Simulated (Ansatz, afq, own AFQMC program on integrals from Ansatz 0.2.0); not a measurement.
AFQMC on a folder of integrals that Ansatz 0.2.0 wrote.

```yaml
crystal:
  periodic: [false, false, false]
  atoms:
    - {symbol: Ga, position_ang: [0.000000, 0.000000, 0.000000]}
basis:
  gaussian: {orbitals: aug-cc-pVTZ}
total_charge: -1
magnetization: {spin_polarized: true, initial_magnetization: 2}
correlation: {method: ccsd_t, electrons: outside_noble_gas, hamiltonian_folder: ham}
```

```sh
$ ansatz run in.yaml --threads 1 --pin off --events-out ev --progress --plain --max-ram 24576MiB --backend cuda --devices 0, --max-vram 18GiB
```

afq runs on the folder ham with

```
--method phaseless --trial hf --walkers 4000 --populations 20 --least-time 40 --time-step 0.005 --steps-per-block 20 --equilibration-blocks 112 --max-blocks 4000 --target-error 0.0006000 --factor-cut 1e-05 --start spin_pure --seed 1227 --taylor-order 6
```

Times are imaginary, in 1/Eh. The walk had a cap of 54 s. With eight or more populations the least sampling time is a fifth of least-time, and the error comes from their spread. Filled inner d shells are frozen with the cores.

Output of the walk:

```
orbitals 45  electrons 3 1  factors 316 of 381
reference energy -1923.26046675 Eh
CCSD correlation -0.05907216 Eh in 10 cycles, weight of the determinant in the CISD state 0.9260
energy of the start -1923.260549 Eh
 block  time / (1/Eh)  mean weight  energy / Eh
     1     0.100  1.0001  -1923.266464
     2     0.200  1.0002  -1923.271682
     3     0.300  1.0001  -1923.276244
     4     0.400  1.0002  -1923.280090
     5     0.500  1.0002  -1923.283624
     7     0.700  1.0002  -1923.289238
     9     0.900  1.0003  -1923.294344
    13     1.300  1.0000  -1923.301359
    21     2.100  1.0001  -1923.309483
    25     2.500  1.0001  -1923.312640
    29     2.900  1.0000  -1923.315175
    37     3.700  1.0000  -1923.316597
    45     4.500  1.0001  -1923.319206
    53     5.300  1.0000  -1923.320392
    61     6.100  1.0000  -1923.320845
    69     6.900  0.9999  -1923.320373
    77     7.700  1.0001  -1923.319592
    85     8.500  1.0000  -1923.320872
    93     9.300  1.0000  -1923.319349
   101    10.100  0.9999  -1923.320932
   109    10.900  0.9999  -1923.321320
   113    11.300  0.9998  -1923.321778
   117    11.700  1.0000  -1923.321048
   125    12.500  1.0000  -1923.319584
   133    13.300  1.0001  -1923.320377
   141    14.100  1.0001  -1923.320235
   149    14.900  0.9997  -1923.319376
   157    15.700  0.9998  -1923.319479
   165    16.500  1.0002  -1923.319235
   173    17.300  1.0000  -1923.319650
   181    18.100  0.9998  -1923.319533
   189    18.900  1.0001  -1923.318742
error from the spread of 20 populations
energy -1923.319682 +/- 0.000518 Eh
(rows thinned)
```

The run passed its tests (sampling time, drift between the halves within three errors, error under three times the target), which doesn't prove that it has relaxed.

Against this walk (error 14.1 meV) on the same determinant: CCSD(T) 61.1 meV lower, CCSDT(Q) 82.9 meV lower, full CI 83.4 meV lower, a separate phaseless walk with a CISD trial and standard settings 71.1 ± 14.2 meV lower. The error is statistical and leaves out the bias of the constraint. Full CI is exact here, so the walk's 83 meV above it is the walk's own error: the bias of the constraint with this trial.

Cautions: constraint bias not in the error; no relativity below Rb; no spin-orbit coupling; inner d shell frozen.

The walk took 20 s on 1 × NVIDIA H100 80GB HBM3 with 2 threads of AMD EPYC 7R13 Processor (Zen 3), on a shared host (the card was shared). The log's last line is the phaseless energy.

CCSDT and higher add their correlation energy to the determinant of the CCSD(T) run, since their own runs factorise the integrals more tightly (a shift of under 2 meV). A walk keeps the symmetry of its determinant, which the program's search chose and which needn't be the lowest solution, so a lower state of the same spin and another symmetry isn't excluded.
